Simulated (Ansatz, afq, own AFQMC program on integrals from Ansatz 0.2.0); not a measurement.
**CH₃B, triplet in cc-pVDZ along one coordinate**

| atom | x (Å) | y (Å) | z (Å) |
| --- | --- | --- | --- |
| B | -0.0112 | 0.0531 | 0.7395 |
| C | -0.0112 | -0.0988 | -0.7493 |
| H | -0.0112 | 1.1516 | 1.2271 |
| H | -0.0112 | -0.9060 | 1.4549 |
| H | 0.2757 | 0.3621 | -1.6855 |

One side is turned about B1–C2. Energies in kcal/mol count from this geometry (27.400 °) at the same level; the start stands on UHF, each point on the determinant named.

Basis cc-pVDZ. Noble-gas cores (and the filled d shells of Ga–Kr and In–Xe) are frozen. AFQMC by an in-house program on the Cholesky factors that Ansatz 0.2.0 writes for its CCSD(T) run. ph-AFQMC/CISD is guided by a CISD state made of CCSD amplitudes; releasing the constraint for a short imaginary time cuts its bias at the price of noise, slowly where states lie close. Error bars are statistical, one sigma.

Cautions, each for one point or more: lower spins were not checked.

| twist about B1–C2 / ° | det. | T1 | weight | ⟨S²⟩ | CCSD(T) | ph-AFQMC/CISD | released AFQMC | CCSDT(Q) | PBE0 | CCSD |
| --- | --- | --- | --- | --- | --- | --- | --- | --- | --- | --- |
| 59.100 | UHF | 0.018 | 0.91 | 2.02 | 2.8 | 2.8 ± 0.3 | 2.4 ± 0.4* | 2.8 | 2.8 | 2.8 |
| 90.000 | UHF | 0.018 | 0.91 | 2.02 | 4.4 | 4.4 ± 0.3 | 4.2 ± 0.4 | 4.4 | 4.3 | 4.3 |
| 150.000 | UHF | 0.017 | 0.91 | 2.02 | 0.2 | 0.5 ± 0.3 | -0.3 ± 0.4 | 0.2 | 0.2 | 0.2 |

Weight is that of the determinant in the CISD state; at the start T1 is 0.017 and the weight 0.91, and ⟨S²⟩ is 2.02. An asterisk marks released energies that aren't shown to be converged. Symmetry can't show for every point that it stays on the start's state. Largest departures from CCSDT(Q), at the points where its series has closed: CCSD(T) 0.0 kcal/mol at 90.000 (on UHF), ph-AFQMC/CISD 0.3 kcal/mol at 150.000 (on UHF) (within the noise), released AFQMC -0.5 kcal/mol at 150.000 (on UHF) (within the noise), CCSD 0.0 kcal/mol at 90.000 (on UHF). The functionals aren't scored here. In this small basis the wave-function levels are far from their limit, so their gap to the functionals isn't the functionals' error.

Some points may be missing: those where a free walk finds a much lower state, and past Zn most of those on another determinant than at the start.

CCSDT and higher add their correlation energy to the determinant of the CCSD(T) run, since their own runs factorise the integrals more tightly (a shift of under 2 meV).
